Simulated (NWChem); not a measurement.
The numbers come from NWChem runs, not from measurements. System: hydrogen sulfide (H2S), charge 0, spin multiplicity 1, at a geometry optimised with PBE0/def2-SVP. Level: CCSD(T)/def2-TZVP, 5 core orbitals frozen.

Input file:

```
start mol
memory heap 100 mb stack 700 mb global 1900 mb
geometry units angstroms nocenter noautoz
  S      0.000000     0.000000     0.104000
  H     -0.971478     0.000000    -0.831997
  H      0.971478     0.000000    -0.831997
  symmetry group C2v
end
basis spherical
  * library def2-tzvp
end
scf
  rhf
  nopen 0
  maxiter 100
  thresh 1e-7
  semidirect memsize 60000000 filesize 0
end
tce
  freeze core 5
  ccsd(t)
  2eorb
  2emet 13
  thresh 1e-6
  maxiter 100
  tilesize 24
end
task tce energy
```

Output (cleaned and shortened):

```
             Northwest Computational Chemistry Package (NWChem) 7.3.0
             --------------------------------------------------------

                                NWChem Input Module
                                -------------------

 Scaling coordinates for geometry "geometry" by  1.889725989
 (inverse scale =  0.529177249)

 Turning off AUTOSYM since
 SYMMETRY directive was detected!

                             Geometry "geometry" -> ""
                             -------------------------

 Output coordinates in angstroms (scale by  1.889725989 to convert to a.u.)

  No.       Tag          Charge          X              Y              Z
 ---- ---------------- ---------- -------------- -------------- --------------
    1 S                   16.0000     0.00000000     0.00000000     0.10400000
    2 H                    1.0000    -0.97147800     0.00000000    -0.83199700
    3 H                    1.0000     0.97147800     0.00000000    -0.83199700

 Effective nuclear repulsion energy (a.u.)      12.8249127440

            Nuclear Dipole moment (a.u.)
            ----------------------------
        X                 Y               Z
 ---------------- ---------------- ----------------
     0.0000000000     0.0000000000     0.0000113384

      Symmetry information
      --------------------

 Group name             C2v
 Group number             16
 Group order               4
 No. of unique centers     2

      Symmetry unique atoms

     1    2


 Summary of "ao basis" -> "" (spherical)
 ------------------------------------------------------------------------------
       Tag                 Description            Shells   Functions and Types
 ---------------- ------------------------------  ------  ---------------------
 *                         def2-tzvp                  on all atoms

 Summary of "ao basis" -> "ao basis" (spherical)
 ------------------------------------------------------------------------------
       Tag                 Description            Shells   Functions and Types
 ---------------- ------------------------------  ------  ---------------------
 S                         def2-tzvp                13       37   5s5p2d1f
 H                         def2-tzvp                 4        6   3s1p

                                 NWChem SCF Module
                                 -----------------

  ao basis        = "ao basis"
  functions       =    49
  atoms           =     3
  closed shells   =     9
  open shells     =     0
  charge          =   0.00
  wavefunction    = RHF
  use symmetry    = T
  symmetry adapt  = T

 Summary of "ao basis" -> "ao basis" (spherical)
 ------------------------------------------------------------------------------
       Tag                 Description            Shells   Functions and Types
 ---------------- ------------------------------  ------  ---------------------
 S                         def2-tzvp                13       37   5s5p2d1f
 H                         def2-tzvp                 4        6   3s1p

      Symmetry analysis of basis
      --------------------------

        a1         21
        a2          4
        b1         14
        b2         10

 Forming initial guess at       0.0s

      Superposition of Atomic Density Guess
      -------------------------------------

 Sum of atomic energies:        -398.47911974

      Non-variational initial energy
      ------------------------------

 Total energy =    -398.630086
 1-e energy   =    -575.538807
 2-e energy   =     164.083809
 HOMO         =      -0.320499
 LUMO         =       0.077359

      Symmetry analysis of molecular orbitals - initial
      -------------------------------------------------

  Numbering of irreducible representations:

     1 a1          2 a2          3 b1          4 b2

  Orbital symmetries:

     1 a1          2 a1          3 b1          4 a1          5 b2
     6 a1          7 b1          8 a1          9 b2         10 b1
    11 a1         12 b1         13 a1         14 b2         15 a1
    16 a1         17 a2         18 b2         19 b1

 Starting SCF solution at       0.2s

 ----------------------------------------------
         Quadratically convergent ROHF

 Convergence threshold     :          1.000E-07
 Maximum no. of iterations :          100
 Final Fock-matrix accuracy:          1.000E-09
 ----------------------------------------------

              iter       energy          gnorm     gmax       time
             ----- ------------------- --------- --------- --------
                 1     -398.6875266998  3.92D-01  1.94D-01      0.2
                 2     -398.7040684089  1.40D-01  6.36D-02      0.2
                 3     -398.7061991739  8.73D-03  2.56D-03      0.2
                 4     -398.7062041326  1.83D-05  8.26D-06      0.2
                 5     -398.7062041327  6.15D-09  2.41D-09      0.2

       Final RHF  results
       ------------------

         Total SCF energy =   -398.706204132660
      One-electron energy =   -576.425967421573
      Two-electron energy =    164.894850544917
 Nuclear repulsion energy =     12.824912743995

        Time for solution =      0.1s

       Symmetry analysis of molecular orbitals - final
       -----------------------------------------------

  Numbering of irreducible representations:

     1 a1          2 a2          3 b1          4 b2

  Orbital symmetries:

     1 a1          2 a1          3 b1          4 a1          5 b2
     6 a1          7 b1          8 a1          9 b2         10 a1
    11 b1         12 b1         13 a1         14 b2         15 a1
    16 a1         17 a2         18 b2         19 b1

             Final eigenvalues
             -----------------

              1
    1  -91.9623
    2   -8.9670
    3   -6.6483
    4   -6.6477
    5   -6.6467
    6   -0.9771
    7   -0.5858
    8   -0.4998
    9   -0.3836
   10    0.1336
   11    0.1496
   12    0.2940
   13    0.3549
   14    0.4241
   15    0.4489
   16    0.4943
   17    0.5165
   18    0.5220
   19    0.5410

                       ROHF Final Molecular Orbital Analysis
                       -------------------------------------

 Vector    7  Occ=2.000000D+00  E=-5.857524D-01  Symmetry=b1
              MO Center= -1.4D-14,  3.8D-17, -4.1D-01, r^2= 1.5D+00
   Bfn.  Coefficient  Atom+Function         Bfn.  Coefficient  Atom+Function
  ----- ------------  ---------------      ----- ------------  ---------------
    15      0.373455  1 S  px                39     -0.214912  2 H  s
    45      0.214912  3 H  s                 12      0.170225  1 S  px

 Vector    8  Occ=2.000000D+00  E=-4.997877D-01  Symmetry=a1
              MO Center=  6.0D-17,  3.3D-18,  1.4D-01, r^2= 1.5D+00
   Bfn.  Coefficient  Atom+Function         Bfn.  Coefficient  Atom+Function
  ----- ------------  ---------------      ----- ------------  ---------------
    17      0.413605  1 S  pz                 5      0.302054  1 S  s
     4      0.271737  1 S  s                 20      0.235941  1 S  pz
    14      0.196440  1 S  pz                 3     -0.181542  1 S  s
    39     -0.160423  2 H  s                 45     -0.160423  3 H  s
     8     -0.157194  1 S  pz

 Vector    9  Occ=2.000000D+00  E=-3.835695D-01  Symmetry=b2
              MO Center=  9.7D-16,  1.2D-16,  6.9D-02, r^2= 1.5D+00
   Bfn.  Coefficient  Atom+Function         Bfn.  Coefficient  Atom+Function
  ----- ------------  ---------------      ----- ------------  ---------------
    16      0.523247  1 S  py                19      0.401079  1 S  py
    13      0.238050  1 S  py                 7     -0.186796  1 S  py

 Vector   10  Occ=0.000000D+00  E= 1.335689D-01  Symmetry=a1
              MO Center= -3.8D-15,  2.1D-16, -6.7D-01, r^2= 4.9D+00
   Bfn.  Coefficient  Atom+Function         Bfn.  Coefficient  Atom+Function
  ----- ------------  ---------------      ----- ------------  ---------------
     5      1.444750  1 S  s                 40     -1.213209  2 H  s
    46     -1.213209  3 H  s                 20     -0.874828  1 S  pz
     3     -0.159977  1 S  s

 Vector   11  Occ=0.000000D+00  E= 1.495597D-01  Symmetry=b1
              MO Center=  3.0D-13,  1.0D-16, -3.4D-01, r^2= 3.8D+00
   Bfn.  Coefficient  Atom+Function         Bfn.  Coefficient  Atom+Function
  ----- ------------  ---------------      ----- ------------  ---------------
    40      1.322993  2 H  s                 46     -1.322993  3 H  s
    18      1.272882  1 S  px                15      0.182061  1 S  px
    12      0.165016  1 S  px

 Vector   12  Occ=0.000000D+00  E= 2.940242D-01  Symmetry=b1
              MO Center=  4.2D-14, -2.7D-16, -4.7D-01, r^2= 5.0D+00
   Bfn.  Coefficient  Atom+Function         Bfn.  Coefficient  Atom+Function
  ----- ------------  ---------------      ----- ------------  ---------------
    40      1.108734  2 H  s                 46     -1.108734  3 H  s
    39     -0.708534  2 H  s                 45      0.708534  3 H  s
    18     -0.457640  1 S  px                15      0.289302  1 S  px

 center of mass
 --------------
 x =   0.00000000 y =   0.00000000 z =   0.09163370

 moments of inertia (a.u.)
 ------------------
           5.932126879085           0.000000000000           0.000000000000
           0.000000000000          12.725394665337           0.000000000000
           0.000000000000           0.000000000000           6.793267786252

  Mulliken analysis of the total density
  --------------------------------------

    Atom       Charge   Shell Charges
 -----------   ------   -------------------------------------------------------
    1 S   16    16.31   2.01  0.49  1.48  1.04  0.81  4.18  1.69  0.89  2.35  1.26  0.04  0.07  0.01
    2 H    1     0.85   0.23  0.49  0.10  0.02
    3 H    1     0.85   0.23  0.49  0.10  0.02

       Multipole analysis of the density wrt the origin
       ------------------------------------------------

     L   x y z        total         open         nuclear
     -   - - -        -----         ----         -------
     0   0 0 0     -0.000000      0.000000     18.000000

     1   1 0 0      0.000000      0.000000      0.000000
     1   0 1 0      0.000000      0.000000      0.000000
     1   0 0 1     -0.459867      0.000000      0.000011

     2   2 0 0     -9.092357      0.000000      6.740523
     2   1 1 0     -0.000000      0.000000      0.000000
     2   1 0 1      0.000000      0.000000      0.000000
     2   0 2 0    -12.473554      0.000000      0.000000
     2   0 1 1      0.000000      0.000000      0.000000
     2   0 0 2    -10.080521      0.000000      5.561911

                   NWChem Extensible Many-Electron Theory Module
                   ---------------------------------------------


            General Information
            -------------------
      Number of processors :     1
         Wavefunction type : Restricted Hartree-Fock
          No. of electrons :    18
           Alpha electrons :     9
            Beta electrons :     9
           No. of orbitals :    98
            Alpha orbitals :    49
             Beta orbitals :    49
        Alpha frozen cores :     5
         Beta frozen cores :     5
     Alpha frozen virtuals :     0
      Beta frozen virtuals :     0
         Spin multiplicity : singlet
    Number of AO functions :    49
       Number of AO shells :    21
        Use of symmetry is : on
      Symmetry adaption is : on
         Schwarz screening : 0.10D-09

          Correlation Information
          -----------------------
          Calculation type : Coupled-cluster singles & doubles w/ perturbation
   Perturbative correction : (T)
            Max iterations :      100
        Residual threshold : 0.10D-05
     T(0) DIIS level shift : 0.00D+00
     L(0) DIIS level shift : 0.00D+00
     T(1) DIIS level shift : 0.00D+00
     L(1) DIIS level shift : 0.00D+00
     T(R) DIIS level shift : 0.00D+00
     T(I) DIIS level shift : 0.00D+00
   CC-T/L Amplitude update :  5-th order DIIS
                I/O scheme : Global Array Library
        L-threshold :  0.10D-05
        EOM-threshold :  0.10D-05
 no EOMCCSD initial starts read in
 TCE RESTART OPTIONS
 SLICE:      F
 D4D5:       F
 quantumc:   F
 qrotation:  F
 pwtce:      F
 qducc:      F
 nacto:                         0
 nrotv:                         0
 nrot:                          0

            Memory Information
            ------------------
          Available GA space size is     249034399 doubles
          Available MA space size is     104853452 doubles

 Maximum block size supplied by input
 Maximum block size        24 doubles

 tile_dim =     16

 -------------------------------------------------

 Global array virtual files algorithm will be used

 Parallel file system coherency ......... OK

 4-electron integrals stored in orbital form

 v2    file size   =           303640
 4-index algorithm nr.  13 is used
 imaxsize =       30
 imaxsize ichop =        0


CCSD iterations
 ---------------------------------------------------------
 Iter          Residuum       Correlation     Cpu    Wall
 ---------------------------------------------------------
    1   0.1180054800984  -0.1816426790069     0.1     0.1
    2   0.0324061972176  -0.2013752251849     0.1     0.1
    3   0.0114110994381  -0.2055473886098     0.1     0.1
    4   0.0045248871898  -0.2067276630923     0.1     0.1
    5   0.0019310470687  -0.2071284840847     0.1     0.1
    6   0.0002406904548  -0.2073868281910     0.1     0.1
    7   0.0000937158757  -0.2073781346801     0.1     0.1
    8   0.0000451847169  -0.2073790362537     0.1     0.1
    9   0.0000235942060  -0.2073792760656     0.1     0.1
   10   0.0000125865522  -0.2073794916222     0.1     0.1
   11   0.0000014033425  -0.2073797341806     0.1     0.1
   12   0.0000005675813  -0.2073798283184     0.1     0.1
 -----------------------------------------------------------------
 Iterations converged
 CCSD correlation energy / hartree =        -0.207379828318415
 CCSD total energy / hartree       =      -398.913583960978428

 Singles contributions

 Doubles contributions
 CCSD(T)
 Using plain CCSD(T) code
             total no. of tasks          230
 total no. of tasks / no. procs          230
                         wl_min          128           2.2
                         wl_max        32768           5.7
        thresh for no. of tasks          230

 CCSD[T]  correction energy / hartree =        -0.007552746935729
 CCSD[T] correlation energy / hartree =        -0.214932575254144
 CCSD[T] total energy / hartree       =      -398.921136707914172
 CCSD(T)  correction energy / hartree =        -0.007427649188437
 CCSD(T) correlation energy / hartree =        -0.214807477506852
 CCSD(T) total energy / hartree       =      -398.921011610166886

 Task  times  cpu:        3.3s     wall:        3.3s

 Total times  cpu:        3.3s     wall:        3.3s
```
